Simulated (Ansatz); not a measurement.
hcp Tl, treated with revPBE in Ansatz (plane waves, PAW).

Numerical settings: plane-wave cutoff 520 eV, 18×18×10 k mesh (along the axes of the cell as run), Fermi–Dirac smearing 0.05 eV, scalar-relativistic PAW data made under PBE.

Computed at the level's own relaxed cell.

Q: Give the computed lattice constant a, bulk modulus B0, c axis length and volume per atom.

A: 
* **lattice constant a**: 3.653 Å
* **bulk modulus B0**: 21.3 GPa
* **c axis length**: 5.717 Å
* **volume per atom**: 33.04 Å³/atom

The run finds no gap.

Measured, for comparison: lattice constant a 3.457 Å, lattice parameter c 5.525 Å (293 K, not corrected to a static lattice; as tabulated in Wikipedia's data pages); bulk modulus 37.4 GPa (copied from a table, unchecked, extrapolated to 0 K and zero-point effects removed; as tabulated in Lejaeghere et al. (2013), arXiv:1204.2733). Computed (rounded) less measured: lattice constant a +5.7 %, bulk modulus not scored (unchecked), lattice parameter c +3.5 %.

Note: the cell is over a tenth larger than the published one: the level's own overestimate first of all, though another phase or state, or a fault of the published cell, is possible; the bulk modulus comes from volumes at which shape and atoms were relaxed.

Spin–orbit coupling is not included; it can shift volumes and moduli of such heavy elements.

Static lattice: no zero-point or thermal effects.

Ansatz is a program for electronic structure.
